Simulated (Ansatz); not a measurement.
# SiNH5 (singlet): wave-function methods side by side at distance N1–H4 along a hydrogen transfer = 1.012 Å, cc-pVDZ

One table from this session's results is given with a row withheld; the runs are named, their logs left out.

Program: Ansatz 0.2.0, Gaussian basis. Level of theory: cc-pVDZ, core rule «outside noble gas», up to 6 orbitals frozen. These are calculated values, not measurements.

The runs, in order: UHF; CCSD(T) on RHF; CCSD(T) on UHF; BCCD(T) on RHF; CISD; CCSDT(Q) on RHF; CASSCF and NEVPT2, 2 electrons in 2 orbitals; CASSCF and NEVPT2, 8 electrons in 8 orbitals.

3 further runs of the same task are left out: 2 that didn't finish, 1 set aside as unsound or not needed.

## The geometry

The geometry derives from fragments relaxed apart (PBE0/def2-TZVP) and kept rigid, so it is no stationary point. A hydrogen atom is moved between rigid fragments.

7 atoms, charge 0, spin multiplicity 1.

Atoms are counted from 1 here; the program's logs count them from 0.

Bond lengths: N1–H2 1.012 Å, N1–H3 1.012 Å, N1–H4 1.012 Å, Si5–H6 1.526 Å, Si5–H7 1.526 Å. Angles: H2–N1–H3 107.1°, H2–N1–H4 107.1°, H3–N1–H4 107.1°, H6–Si5–H7 91.2°.

Coordinates:

```xyz
7
charge 0, multiplicity 1
N    -1.8445    0.0253   -0.0188
H    -2.1417    0.9931   -0.0188
H    -2.1417   -0.3770    0.8614
H    -0.8320    0.0253   -0.0188
Si    0.9885    0.0253   -0.0188
H     1.6007   -0.8490    1.0712
H     1.6007   -0.8490   -1.1088
```

The first run:

The input, in.yaml:

```yaml
crystal:
  periodic: [false, false, false]
  atoms:
    - {symbol: N, position_ang: [-1.844452, 0.025300, -0.018825]}
    - {symbol: H, position_ang: [-2.141731, 0.993134, -0.018825]}
    - {symbol: H, position_ang: [-2.141731, -0.376999, 0.861435]}
    - {symbol: H, position_ang: [-0.831991, 0.025300, -0.018825]}
    - {symbol: Si, position_ang: [0.988548, 0.025300, -0.018825]}
    - {symbol: H, position_ang: [1.600729, -0.848984, 1.071187]}
    - {symbol: H, position_ang: [1.600729, -0.848984, -1.108837]}
basis:
  gaussian: {orbitals: cc-pVDZ}
magnetization: {spin_polarized: true, initial_magnetization: 0}
hamiltonian: {xc: hf}
output: {orbitals: {seedname: orbitals}}
```

Command:

```bash
$ ansatz run in.yaml --threads 1 --pin off --events-out ev --progress --plain --max-ram 2393MiB
```

Among the steps run: UHF; CCSD(T) on RHF; CCSD(T) on UHF; BCCD(T) on RHF; CISD; CCSDT(Q) on RHF; CASSCF and NEVPT2, 2 electrons in 2 orbitals; CASSCF and NEVPT2, 8 electrons in 8 orbitals.

One table of the session follows, with a row left open; its other results are not shown here.

It belongs to the step «Misses and costs». 

| method | from RCCSDT(Q) (meV) |
| --- | --- |
| RHF | ? |
| UHF | +9092.9 |
| RMP2 | +1383.8 |
| UMP2 | +1532.0 |
| CISD | +1133.9 |
| RCCSD | +256.5 |
| UCCSD | +271.8 |
| RCCSD(T) | +42.9 |
| UCCSD(T) | +54.3 |
| BCCD(T) | +42.0 |
| RCCSDT | +15.8 |
| RCCSDT(Q) | 0 |
| CASSCF pair | +8667.9 |
| NEVPT2 pair | +1349.9 |

Estimate the missing values for RHF.

**Answer.** from RCCSDT(Q) (meV): +9159.2. In the column «from RCCSDT(Q) (meV)» it is the highest.

Left out of the table: CASSCF frontier, NEVPT2 frontier (the active space lost an orbital or holds another state than full CI finds).

To keep in mind: Warnings: restricted reference is unstable; spin contamination. Restricted and unrestricted rows rest on different reference determinants; where their highest levels disagree by more than a few hundredths of an eV, they describe different states and don't form one ladder. Warnings in the runs' records: passed over end.
